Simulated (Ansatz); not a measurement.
# C₂H₄ (singlet): wave-function methods side by side, cc-pVQZ

The task here is to estimate one member of a computed series from the others.

Method: cc-pVQZ, core rule «outside noble gas», up to 2 orbitals frozen; program: Ansatz 0.2.0, Gaussian basis.

The runs, in order: UHF; CCSD(T) on RHF; BCCD(T) on RHF; CASSCF and NEVPT2, 12 electrons in 12 orbitals.

15 further runs of the same task are left out: 2 that didn't finish, 13 set aside as unsound or not needed.

## The system

The geometry is an MP2(full)/6-31G* stationary point (not a proven minimum).

6 atoms, charge 0, spin multiplicity 1.

Atoms are counted from 1 here; the program's logs count them from 0.

Bond lengths: C1–C2 1.335 Å, C1–H3 1.085 Å, C1–H4 1.085 Å, C2–H5 1.085 Å, C2–H6 1.085 Å. Angles: C2–C1–H3 121.7°, C2–C1–H4 121.7°, H3–C1–H4 116.6°, C1–C2–H5 121.7°, C1–C2–H6 121.7°, H5–C2–H6 116.6°.

The first run:

File in.yaml:

```yaml
crystal:
  periodic: [false, false, false]
  atoms:
    - {symbol: C, position_ang: [0.000000, 0.000000, 0.667480]}
    - {symbol: C, position_ang: [0.000000, 0.000000, -0.667480]}
    - {symbol: H, position_ang: [0.000000, 0.922832, 1.237695]}
    - {symbol: H, position_ang: [0.000000, -0.922832, 1.237695]}
    - {symbol: H, position_ang: [0.000000, 0.922832, -1.237695]}
    - {symbol: H, position_ang: [0.000000, -0.922832, -1.237695]}
basis:
  gaussian: {orbitals: cc-pVQZ}
magnetization: {spin_polarized: true, initial_magnetization: 0}
hamiltonian: {xc: hf}
output: {orbitals: {seedname: orbitals}}
```

On the command line:

```
$ ansatz run in.yaml --threads 1 --pin off --events-out ev --progress --plain --max-ram 2880MiB --backend cpu
```

Among the steps run: UHF; CCSD(T) on RHF; BCCD(T) on RHF; CASSCF and NEVPT2, 12 electrons in 12 orbitals.

One of the session's tables, all rows but one given; the rest of the session is left out.

```
        method  from RCCSD(T) (meV)
           RHF             +10690.9
          RMP2               +995.0
         RCCSD               +444.9
      RCCSD(T)                    0
       BCCD(T)                    ?
CASSCF valence              +6749.1
NEVPT2 valence              +1258.1
```

**Question.** Estimate the row for BCCD(T).

The run gave: from RCCSD(T) (meV): -1.8. In the column «from RCCSD(T) (meV)» it is the lowest.

With the free atoms at the same levels and basis (separate runs), the atomisation energy is 24.187 eV at RCCSD(T), 18.570 eV at RHF.
